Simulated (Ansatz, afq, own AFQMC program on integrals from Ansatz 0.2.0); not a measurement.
## BSiH6, doublet in cc-pVDZ, levels against CCSDT(Q)

```yaml
atoms:
  - { symbol: Si, position_ang: [-0.8791, 0.0000, 0.0000] }
  - { symbol: H, position_ang: [-1.3739, 1.3997, 0.0000] }
  - { symbol: H, position_ang: [-1.3739, -0.6999, 1.2122] }
  - { symbol: H, position_ang: [-1.3739, -0.6999, -1.2122] }
  - { symbol: H, position_ang: [0.9259, 0.0000, 0.0000] }
  - { symbol: B, position_ang: [2.0959, 0.0000, 0.0000] }
  - { symbol: H, position_ang: [2.6050, 0.0000, 1.0770] }
  - { symbol: H, position_ang: [2.6050, 0.0000, -1.0770] }
```

Basis cc-pVDZ. Noble-gas cores (and the filled d shells of Ga–Kr and In–Xe) are frozen. Ansatz 0.2.0 and our own AFQMC program on the same integrals; the CISD trial comes from CCSD amplitudes, and released means the phaseless constraint is let go. Uncertainties: one standard error, sampling alone.

Determinant: UHF, the one that the program's search chose, which needn't be the lowest solution. The geometry is a point of a scan.

No full CI on the walks' own integrals is used here; CCSDT(Q) serves as the reference and is uncertain by about the last step of the cluster series.

```
T1 diagnostic                               : 0.0111
weight of the determinant in the CISD state : 0.876
⟨S²⟩ of the determinant                     : 0.760
size of the correlated space                : 13 electrons in 56 orbitals
```

```tsv
level	correlation energy (eV)
MP2	-5.3861
CCSD	-6.7617
CCSD(T)	-6.8927
```

Problem. Estimate where AFQMC with the constraint released lies against CCSD(T) on the same integrals.

Solution. 3.2 ± 0.3 kJ/mol below CCSD(T).

Reference: CCSDT(Q), correlation energy -6.927 eV. The released energy is read at 2.40 1/Eh (meV from the phaseless value at times in 1/Eh: -2.0 ± 1.8 at 0.24, -5.4 ± 1.8 at 0.51, -11.5 ± 1.6 at 0.99, -11 ± 3 at 1.62, -6 ± 4 at 2.40).

```csv
level,E − E(reference) (kJ/mol),share of correlation (%)
CCSD(T),3.3,99.51
CCSDT,0.4,99.94
ph-AFQMC/CISD,0.7 ± 0.2,99.90
released AFQMC,0.1 ± 0.3,99.99
```

A walk keeps the symmetry of its determinant, which the program's search chose and which needn't be the lowest solution, so a lower state of the same spin and another symmetry isn't excluded. Released energies are given only where the last usable release times agree within the noise; a slower fall can still hide under it.
